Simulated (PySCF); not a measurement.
PySCF job for CH4S, SMILES CS (connectivity only; charge and spin as stated), charge +1, multiplicity 2, TDA-LC-ωPBE/def2-TZVPD. Geometry optimised at PBE0-D3(BJ)/def2-TZVP. The multiplicity is an assumed one; other spin states were not compared.

```python
import numpy as np
from pyscf import gto, scf, dft, tdscf

mol = gto.M(
    atom='''
    C     0.01203308    1.12070972    0.00000000
    S    -0.09072074   -0.63823195   -0.00000000
    H     0.57139929    1.44266998    0.88867637
    H    -1.00163863    1.51866717   -0.00000001
    H     0.57139932    1.44266999   -0.88867636
    H     1.23817336   -0.91655429    0.00000001
    ''',
    basis='def2-TZVPD',
    charge=1,
    spin=1,
    max_memory=1600,
    verbose=4,
)
mf = dft.UKS(mol, xc='lc_wpbe').density_fit(auxbasis='def2-universal-jkfit')
mf.grids.level = 3
mf.conv_tol = 1e-9
mf.max_cycle = 100
mf.kernel()
fine, coarse = mf.grids, dft.Grids(mol).set(level=1).build(with_non0tab=True)
for _ in range(3):  # follow internal instabilities
    mf.grids = coarse
    mo, _, stable, _ = mf.stability(return_status=True, nroots=4)
    mf.grids = fine
    if stable:
        break
    mf.kernel(mf.make_rdm1(mo, mf.mo_occ))
mf.grids = dft.Grids(mol).set(level=1).build(with_non0tab=True)  # coarser grid for the response kernel
td = tdscf.TDA(mf)
td.nstates = 10
td.conv_tol = 1e-4
td.kernel(x0=td.get_init_guess(mf, 15))
td.analyze()
```

Program output:

```
PySCF version 2.14.0

[INPUT] verbose = 4
[INPUT] num. atoms = 6
[INPUT] num. electrons = 25
[INPUT] charge = 1
[INPUT] spin (= nelec alpha-beta = 2S) = 1
[INPUT] symmetry False subgroup None
[INPUT] Mole.unit = angstrom
[INPUT] Symbol           X                Y                Z      unit          X                Y                Z       unit  Magmom
[INPUT]  1 C      0.012033080000   1.120709720000   0.000000000000 AA    0.022739225635   2.117834435938   0.000000000000 Bohr   0.0
[INPUT]  2 S     -0.090720740000  -0.638231950000   0.000000000000 AA   -0.171437352418  -1.206083589447   0.000000000000 Bohr   0.0
[INPUT]  3 H      0.571399290000   1.442669980000   0.888676370000 AA    1.079788165871   2.726251150332   1.679354952673 Bohr   0.0
[INPUT]  4 H     -1.001638630000   1.518667170000  -0.000000010000 AA   -1.892822686485   2.869865025668  -0.000000018897 Bohr   0.0
[INPUT]  5 H      0.571399320000   1.442669990000  -0.888676360000 AA    1.079788222563   2.726251169229  -1.679354933775 Bohr   0.0
[INPUT]  6 H      1.238173360000  -0.916554290000   0.000000010000 AA    2.339808545133  -1.732036586395   0.000000018897 Bohr   0.0

nuclear repulsion = 57.348634561933
number of shells = 49
number of NR pGTOs = 168
number of NR cGTOs = 119
basis = def2-TZVPD
ecp = {}


******** <class 'pyscf.df.df_jk.DFUKS'> ********
method = DFUKS
initial guess = minao
damping factor = 0
level_shift factor = 0
DIIS = <class 'pyscf.scf.diis.CDIIS'>
diis_start_cycle = 1
diis_space = 8
diis_damp = 0
SCF conv_tol = 1e-09
SCF conv_tol_grad = None
SCF max_cycles = 100
direct_scf = False
number electrons alpha = 13  beta = 12
XC library pyscf.dft.libxc version 7.1.2
    S. Lehtola, C. Steigemann, M. J. T. Oliveira, and M. A. L. Marques,  SoftwareX 7, 1–5 (2018)
XC functionals = lc_wpbe
    O. A. Vydrov and G. E. Scuseria,  J. Chem. Phys. 125, 234109 (2006)
radial grids:
    Treutler-Ahlrichs [JCP 102, 346 (1995); DOI:10.1063/1.469408] (M4) radial grids

becke partition: Becke, JCP 88, 2547 (1988); DOI:10.1063/1.454033
pruning grids: <function nwchem_prune>
grids dens level: 3
symmetrized grids: False
atomic radii adjust function: <function treutler_atomic_radii_adjust>
small_rho_cutoff = 0
Set gradient conv threshold to 3.16228e-05
tot grids = 72232
Create RSH-DF object <pyscf.df.df.DF object> for omega=0.4
******** <class 'pyscf.df.df.DF'> ********
auxbasis = auxmol.basis = def2-universal-jkfit
init E= -438.591696411225
  alpha nocc = 13  HOMO = -0.297735331990079  LUMO = 0.0148585486898796
  beta  nocc = 12  HOMO = -0.401449511938072  LUMO = -0.297735331990079

WARN: HOMO -0.297735331990079 >= LUMO -0.297735331990079

cycle= 1 E= -438.199775766625  delta_E= 0.392  |g|= 0.245  |ddm|= 1.23
  alpha nocc = 13  HOMO = -0.737796243084226  LUMO = -0.185390993142356
  beta  nocc = 12  HOMO = -0.77123041929271  LUMO = -0.407829554591366
  HOMO = -0.737796243084  LUMO = -0.407829554591  gap/eV = 8.97885
cycle= 2 E= -438.239267327138  delta_E= -0.0395  |g|= 0.128  |ddm|= 0.331
  alpha nocc = 13  HOMO = -0.694617424998491  LUMO = -0.151812128869636
  beta  nocc = 12  HOMO = -0.729608077305286  LUMO = -0.352739414702295
  HOMO = -0.694617424998  LUMO = -0.352739414702  gap/eV = 9.30297
cycle= 3 E= -438.246140127391  delta_E= -0.00687  |g|= 0.026  |ddm|= 0.148
  alpha nocc = 13  HOMO = -0.691377173351444  LUMO = -0.145483390822381
  beta  nocc = 12  HOMO = -0.7247667733225  LUMO = -0.33798312315848
  HOMO = -0.691377173351  LUMO = -0.337983123158  gap/eV = 9.61634
cycle= 4 E= -438.247223351462  delta_E= -0.00108  |g|= 0.0148  |ddm|= 0.057
  alpha nocc = 13  HOMO = -0.693047502087456  LUMO = -0.145974396948187
  beta  nocc = 12  HOMO = -0.724551855073837  LUMO = -0.336420074883552
  HOMO = -0.693047502087  LUMO = -0.336420074884  gap/eV = 9.70433
cycle= 5 E= -438.247509062861  delta_E= -0.000286  |g|= 0.00632  |ddm|= 0.0225
  alpha nocc = 13  HOMO = -0.694489468829502  LUMO = -0.146637045062995
  beta  nocc = 12  HOMO = -0.725446261723306  LUMO = -0.335131101907916
  HOMO = -0.69448946883  LUMO = -0.335131101908  gap/eV = 9.77864
cycle= 6 E= -438.247618329505  delta_E= -0.000109  |g|= 0.00219  |ddm|= 0.017
  alpha nocc = 13  HOMO = -0.6947199186923  LUMO = -0.146789243597457
  beta  nocc = 12  HOMO = -0.725659689979601  LUMO = -0.334796768316309
  HOMO = -0.694719918692  LUMO = -0.334796768316  gap/eV = 9.79401
cycle= 7 E= -438.247632235099  delta_E= -1.39e-05  |g|= 0.000675  |ddm|= 0.00733
  alpha nocc = 13  HOMO = -0.694681375829607  LUMO = -0.146807163322414
  beta  nocc = 12  HOMO = -0.72563291627041  LUMO = -0.334744623394734
  HOMO = -0.69468137583  LUMO = -0.334744623395  gap/eV = 9.79438
cycle= 8 E= -438.247633262919  delta_E= -1.03e-06  |g|= 0.00019  |ddm|= 0.00244
  alpha nocc = 13  HOMO = -0.69468230885342  LUMO = -0.146817626810734
  beta  nocc = 12  HOMO = -0.725652534064562  LUMO = -0.334757260810353
  HOMO = -0.694682308853  LUMO = -0.33475726081  gap/eV = 9.79406
cycle= 9 E= -438.247633334168  delta_E= -7.12e-08  |g|= 5.87e-05  |ddm|= 0.000621
  alpha nocc = 13  HOMO = -0.694663297827169  LUMO = -0.146806136212099
  beta  nocc = 12  HOMO = -0.72563834743773  LUMO = -0.334742249571985
  HOMO = -0.694663297827  LUMO = -0.334742249572  gap/eV = 9.79395
cycle= 10 E= -438.247633339835  delta_E= -5.67e-09  |g|= 1.82e-05  |ddm|= 0.000153
  alpha nocc = 13  HOMO = -0.694667868013891  LUMO = -0.146809040887
  beta  nocc = 12  HOMO = -0.725642174886964  LUMO = -0.334747961054003
  HOMO = -0.694667868014  LUMO = -0.334747961054  gap/eV = 9.79392
cycle= 11 E= -438.247633340423  delta_E= -5.89e-10  |g|= 4.63e-06  |ddm|= 4.56e-05
  alpha nocc = 13  HOMO = -0.694667602227668  LUMO = -0.146808825666778
  beta  nocc = 12  HOMO = -0.725641527810097  LUMO = -0.334747137991755
  HOMO = -0.694667602228  LUMO = -0.334747137992  gap/eV = 9.79393
Extra cycle  E= -438.247633340454  delta_E= -3.04e-11  |g|= 2.35e-06  |ddm|= 7.87e-06
converged SCF energy = -438.247633340454  <S^2> = 0.7568537  2S+1 = 2.006842
tot grids = 21384
uhf_internal: lowest eigs of H = [0.1897986  0.33448987 0.41647727 0.45803891]
<class 'pyscf.df.df_jk.DFUKS'> wavefunction is stable in the internal stability analysis
tot grids = 21384


******** <class 'pyscf.tdscf.uks.TDA'> for <class 'pyscf.df.df_jk.DFUKS'> ********
nstates = 10
deg_eia_thresh = 1.000e-03
wfnsym = None
conv_tol = 0.0001
eigh lindep = 1e-12
eigh level_shift = 0
eigh max_cycle = 100


Excitation energies (eV)
[ 2.84556479  4.78756245  6.05026967  6.70112086  7.57779752  7.84802166
  8.76764674  9.34470489  9.77409174 10.07165243]

** Excitation energies and oscillator strengths **
Excited State   1:      2.84556 eV    435.71 nm  f=0.0014
       9b ->   13b      0.15148
      11b ->   13b      0.18839
      12b ->   13b      0.96282
Excited State   2:      4.78756 eV    258.97 nm  f=0.0001
       9b ->   13b      0.28226
      11b ->   13b     -0.93643
      12b ->   13b      0.14343
Excited State   3:      6.05027 eV    204.92 nm  f=0.0512
      10b ->   13b     -0.98276
Excited State   4:      6.70112 eV    185.02 nm  f=0.0035
      13a ->   14a     -0.10019
       9b ->   13b     -0.92715
      11b ->   13b     -0.26427
      12b ->   13b      0.19803
Excited State   5:      7.57780 eV    163.62 nm  f=0.0000
      10a ->   14a      0.15784
      13a ->   14a      0.91457
      13a ->   15a     -0.19013
      13a ->   16a     -0.19125
      13a ->   19a     -0.14929
       9b ->   13b     -0.12955
Excited State   6:      7.84802 eV    157.98 nm  f=0.0002
       9a ->   14a     -0.14546
      11a ->   14a     -0.11457
      12a ->   14a     -0.56592
      12a ->   15a      0.12071
      12a ->   16a      0.14527
      12a ->   19a      0.10564
       9b ->   14b      0.14499
      12b ->   14b      0.66856
      12b ->   15b     -0.14923
      12b ->   16b     -0.15473
      12b ->   19b      0.10358
Excited State   7:      8.76765 eV    141.41 nm  f=0.0003
      13a ->   14a      0.16381
      13a ->   15a      0.87071
      13a ->   16a     -0.18732
      13a ->   19a      0.27521
      13a ->   22a      0.11018
       7b ->   13b      0.10682
       8b ->   13b      0.16720
Excited State   8:      9.34470 eV    132.68 nm  f=0.0004
       9a ->   14a     -0.18882
      11a ->   14a      0.24732
      11a ->   15a     -0.17473
      12a ->   14a     -0.16324
      12a ->   15a     -0.55358
      12a ->   16a      0.13713
      12a ->   19a     -0.19046
       9b ->   14b      0.19305
      11b ->   14b     -0.29697
      11b ->   15b      0.12169
      12b ->   15b      0.41821
      12b ->   19b     -0.20473
Excited State   9:      9.77409 eV    126.85 nm  f=0.0760
      11a ->   15a     -0.14007
      12a ->   14a     -0.68198
      12a ->   15a      0.18355
      13a ->   17a     -0.11592
      13a ->   20a     -0.19264
      12b ->   14b     -0.57884
Excited State  10:     10.07165 eV    123.10 nm  f=0.0020
       9a ->   14a     -0.10499
      11a ->   14a      0.56215
      11a ->   15a     -0.16931
      11a ->   19a     -0.11098
      12a ->   15a      0.42421
      12a ->   19a      0.13083
      11b ->   14b     -0.48511
      11b ->   15b      0.17573
      11b ->   19b     -0.11326
      12b ->   15b     -0.22912
      12b ->   19b      0.10059

** Transition electric dipole moments (AU) **
state          X           Y           Z        Dip. S.      Osc.
  1        -0.0000     -0.0000     -0.1413      0.0200      0.0014
  2        -0.0000     -0.0000      0.0236      0.0006      0.0001
  3         0.1020      0.5786     -0.0000      0.3452      0.0512
  4        -0.0000      0.0000      0.1463      0.0214      0.0035
  5         0.0000      0.0000      0.0036      0.0000      0.0000
  6         0.0235     -0.0256      0.0000      0.0012      0.0002
  7         0.0000     -0.0000     -0.0399      0.0016      0.0003
  8        -0.0413     -0.0141     -0.0000      0.0019      0.0004
  9        -0.2817      0.4878     -0.0000      0.3172      0.0760
 10         0.0816     -0.0395      0.0000      0.0082      0.0020

** Transition velocity dipole moments (imaginary part, AU) **
state          X           Y           Z        Dip. S.      Osc.
  1        -0.0000      0.0000      0.0170      0.0003      0.0018
  2        -0.0000     -0.0000      0.0160      0.0003      0.0010
  3        -0.0129      0.0408     -0.0000      0.0018      0.0055
  4        -0.0000      0.0000     -0.0099      0.0001      0.0003
  5         0.0000      0.0000     -0.0056      0.0000      0.0001
  6        -0.0014      0.0019      0.0000      0.0000      0.0000
  7        -0.0000     -0.0000      0.0760      0.0058      0.0119
  8        -0.0032     -0.0005     -0.0000      0.0000      0.0000
  9        -0.0111      0.0840     -0.0000      0.0072      0.0133
 10         0.0190     -0.0057      0.0000      0.0004      0.0007

** Transition magnetic dipole moments (imaginary part, AU) **
state          X           Y           Z
  1        -0.5717      0.7200     -0.0000
  2         0.7438      0.4717      0.0000
  3         0.0000      0.0000     -0.0665
  4        -0.1611     -0.3504     -0.0000
  5         0.2446      0.1877      0.0000
  6         0.0000     -0.0000     -0.0809
  7        -0.1120      0.2945     -0.0000
  8        -0.0000     -0.0000      0.0687
  9        -0.0000      0.0000      1.0628
 10         0.0000     -0.0000     -0.1685
```

The run converged.

Cost: around 2.3 core-minutes (rough).
